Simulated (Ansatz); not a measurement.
Ansatz (a program for electronic structure) input:

Ansatz 0.2 input:
```yaml
crystal:
  periodic: [false, false, false]
  atoms:
    - {symbol: O, position_ang: [1.06982681, -0.18778777, 0.05497058]}
    - {symbol: N, position_ang: [-0.00660330, 0.46114076, 0.01021508]}
    - {symbol: O, position_ang: [-1.06404892, -0.21571040, -0.06390877]}
basis:
  gaussian:
    orbitals: def2-TZVPD
hamiltonian:
  xc: {name: wB97X-V}
total_charge: -1
output: {forces: true}
```

### Question
What final total energy does it print?

### Answer
-205.17602 Eh (wB97X-V/def2-TZVPD). The basis has 117 functions.
